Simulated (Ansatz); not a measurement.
Results of PBE (Ansatz, a program for electronic structure, PAW) for hcp Zn.

Run with plane-wave cutoff 520 eV, 24×24×12 k mesh (along the axes of the cell as run), Fermi–Dirac smearing 0.05 eV, scalar-relativistic PAW data made under PBE.

Starting structure:

```
Zn
1.0
    2.66000     0.00000     0.00000
   -1.33000     2.30363     0.00000
    0.00000     0.00000     4.95000
Zn
2
Cartesian
  1.33000   0.76788   3.71250
  0.00000   1.53575   1.23750
```

### Question
Into what structure does the relaxation of cell and atoms lead at this level, with the symmetry of the start kept?

### Answer
The volume goes up by 0.5 %; final space group P6_3/mmc.
```
Zn
1.0
    2.64465     0.00000     0.00000
   -1.32232     2.29033     0.00000
    0.00000     0.00000     5.03250
Zn
2
Direct
  0.66667   0.33333   0.75000
  0.33333   0.66667   0.25000
```
